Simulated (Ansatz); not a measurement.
# C₂H₄N₂O₂: one species, many methods

How much do the methods differ for C₂H₄N₂O₂? The plan is to run it at one geometry with functionals of several rungs and with coupled cluster, and see how far each lands from CCSD(T) at the basis-set limit for the atomisation energy.

Method: functionals in def2-TZVPP, the program's frozen cores in correlated methods; program: Ansatz 0.2.0, Gaussian basis.

Levels to be run: LDA (SPW92), PBE-D4, revPBE-D4, BLYP-D4, r2SCAN-D4, B97M-V, PBE0-D4, B3LYP-D4, r2SCANh-D4, r2SCAN0-D4, HSE06-D4, BHLYP-D4, CAM-B3LYP-D4, LC-ωPBE, ωB97X-V, ωB97M-V, B2PLYP, PBE-QIDH; CCSD(T)/def2-SVP; CCSD(T)/def2-TZVPP; MP2/def2-QZVPP; extrapolation to the limit; RPA on PBE.

### 1 The relaxed structure

The geometry comes from an earlier relaxation with PBE0-D4 in a triple-zeta def2 set; it is a stationary point, not always the lowest conformer.

SMILES `N/C(O)=N\C=O`, 10 atoms, charge 0, spin multiplicity 1.

Atoms are counted from 1 here; the program's logs count them from 0.

Bond lengths: N1–C2 1.323 Å, N1–H7 1.004 Å, N1–H8 1.017 Å, C2–O3 1.330 Å, C2–N4 1.308 Å, O3–H9 0.967 Å, N4–C5 1.362 Å, C5–O6 1.224 Å, C5–H10 1.101 Å. Angles: C2–N1–H7 120.5°, C2–N1–H8 115.1°, H7–N1–H8 124.4°, N1–C2–O3 114.5°, N1–C2–N4 127.6°, O3–C2–N4 117.9°, C2–O3–H9 105.5°, C2–N4–C5 118.6°, N4–C5–O6 128.0°, N4–C5–H10 112.2°, O6–C5–H10 119.8°.

### 2 LDA

This LDA is Slater exchange with PW92 correlation.

Input file in.yaml:

```yaml
crystal:
  periodic: [false, false, false]
  atoms:
    - {symbol: N, position_ang: [-0.726700, -1.115892, -0.062009]}
    - {symbol: C, position_ang: [0.167697, -0.374030, 0.571073]}
    - {symbol: O, position_ang: [0.614673, -0.899842, 1.707568]}
    - {symbol: N, position_ang: [0.642784, 0.788046, 0.204805]}
    - {symbol: C, position_ang: [0.193267, 1.338387, -0.956871]}
    - {symbol: O, position_ang: [-0.627146, 0.879803, -1.740363]}
    - {symbol: H, position_ang: [-1.017742, -1.998150, 0.318699]}
    - {symbol: H, position_ang: [-1.075463, -0.722714, -0.932753]}
    - {symbol: H, position_ang: [1.251034, -0.260515, 2.056219]}
    - {symbol: H, position_ang: [0.660494, 2.313807, -1.163369]}
basis:
  gaussian: {orbitals: def2-TZVPP}
hamiltonian: {xc: lda}
output: {orbitals: {seedname: orbitals}}
```

The runs that follow: PBE-D4 (GGA); revPBE-D4 (GGA); BLYP-D4 (GGA); r2SCAN-D4 (meta-GGA); B97M-V (meta-GGA); PBE0-D4 (hybrid); B3LYP-D4 (hybrid); r2SCANh-D4 (hybrid); r2SCAN0-D4 (hybrid); HSE06-D4 (hybrid); BHLYP-D4 (hybrid); CAM-B3LYP-D4 (range-separated); LC-ωPBE (range-separated); ωB97X-V (range-separated); ωB97M-V (range-separated); B2PLYP (double hybrid); PBE-QIDH (double hybrid); CCSD(T) in def2-SVP; CCSD(T) in def2-TZVPP; MP2 in def2-QZVPP; RPA on PBE orbitals.

**Question.** What will the summary of the whole plan be? Wanted: atomisation energy, CCSD(T)/CBS; farthest beyond LDA; mean size of error, GGA; mean size of error, meta-GGA; mean size of error, hybrid; mean size of error, range-separated; mean size of error, double hybrid; gap, smallest and largest; T1 diagnostic.

As calculated:

| quantity | value |
| --- | --- |
| atomisation energy, CCSD(T)/CBS | 4219.4 kJ/mol |
| functionals within 21.1 kJ/mol (0.5 %) | r2SCANh-D4, B2PLYP |
| farthest beyond LDA | PBE-D4 (+239.5 kJ/mol) |
| mean size of error, GGA | 142.2 kJ/mol |
| mean size of error, meta-GGA | 28.9 kJ/mol |
| mean size of error, hybrid | 80.6 kJ/mol |
| mean size of error, range-separated | 43.3 kJ/mol |
| mean size of error, double hybrid | 21.5 kJ/mol |
| gap, smallest and largest | 4.05 eV (LDA (SPW92)), 11.88 eV (LC-ωPBE) |
| T1 diagnostic | 0.0164 |
| triples share of the correlation energy | 4.3 % |

The LDA atomisation energy is off by 879.3 kJ/mol (21 %): it overbinds. PBE-D4 misses by +239.5 kJ/mol. Double hybrids carry the basis error of their MP2 part in triple zeta, and no dispersion term here, so their miss is partly the set-up's. Taken by rung, double hybrid functionals do best (21.5 kJ/mol on average) and GGA ones worst beyond LDA (142.2 kJ/mol). The gap between the best rungs is small, so their order is not settled. Misses under about 21.1 kJ/mol are within the doubt on the reference itself, which lacks core-valence correlation, relativity and higher excitations. Hartree-Fock recovers 64 % of the binding; the rest is correlation. CCSD(T) in def2-SVP is off by -259.2 kJ/mol, so the small basis spoils what the method gains. Orbital gaps span 4.1 to 11.9 eV; exact exchange widens them.
